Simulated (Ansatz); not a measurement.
Task: an active-space calculation of Al₂H₄, SMILES [AlH2][AlH2], with the Ansatz DFT code, driven from Python. Give the script and its output. Use (for the species named): Hartree-Fock, cc-pVDZ basis, multiplicity 1.

The script reads `al2h4.xyz`:
```text
6

Al   -0.61590   -1.10180   -0.10090
Al    0.64540    1.04170    0.10490
H    -2.11310   -1.19070    0.59960
H    -0.01700   -2.25930   -0.98260
H     2.06710    1.17270   -0.63800
H     0.07560    2.27350    0.97070
```

The script, `cas.py`:
```python
"""Active-space calculation on Al2H4."""

import ansatz as az

geometry = az.Crystal.molecule_from_extxyz("al2h4.xyz")

calculation = (
    geometry.calculation()
    .basis(gaussian="cc-pVDZ")
    .correlation(active_electrons=6, active_orbitals=7)
)
for method in [None, "sc_nevpt2", "fic_mrcisd_q"]:
    summary = (calculation if method is None else calculation.correlation(method)).run(threads=1).report
    space = summary["configurations"]
    state = space["states"][0]
    print(method or "casscf", f"total {summary['free_energy_ev'] / 27.211386246:.6f} Ha, active-space state {state['energy']['hartree']:.6f} Ha, mean field {summary['reference_energy_ev'] / 27.211386246:.6f} Ha")
    print("  determinants", state["n_determinants"], " natural occupations", [round(n, 3) for n in space["natural_occupations"]])
print("effectively unpaired electrons, sum of min(n, 2 - n):", round(sum(min(n, 2 - n) for n in space["natural_occupations"]), 3))
```

Output of `python cas.py`:
```text
casscf total -486.161808 Ha, active-space state -486.161808 Ha, mean field -486.114037 Ha
  determinants 1225  natural occupations [1.979, 1.975, 1.97, 0.028, 0.024, 0.016, 0.007]
RunWarning: the results are in doubt because another end's mean lies 0.030 eV lower, and its corrected mean 0.049 eV higher
sc_nevpt2 total -486.251185 Ha, active-space state -486.160691 Ha, mean field -486.114037 Ha
  determinants 1225  natural occupations [1.978, 1.976, 1.936, 0.047, 0.028, 0.024, 0.01]
fic_mrcisd_q total -486.292932 Ha, active-space state -486.161801 Ha, mean field -486.114037 Ha
  determinants 1225  natural occupations [1.979, 1.975, 1.97, 0.028, 0.024, 0.016, 0.007]
effectively unpaired electrons, sum of min(n, 2 - n): 0.152
```
(Warnings from the package without file and line.)

What to keep in mind:
- Total energies depend on the basis set; only differences at equal settings carry meaning.
- The geometry is a force-field or estimated start, not a minimum of this method, and the basis set is short of its limit. The active space starts as a window about the frontier orbitals and is then optimised, not chosen by chemistry.
- A lower CASSCF solution was found and passed over, so the printed active-space state isn't the lowest.
- It ran for 80 s on 1 thread of Arm Neoverse V1, on a shared host, peak memory 0.19 GiB.

(Lines on the test bed's own set-up are left out of the output.)
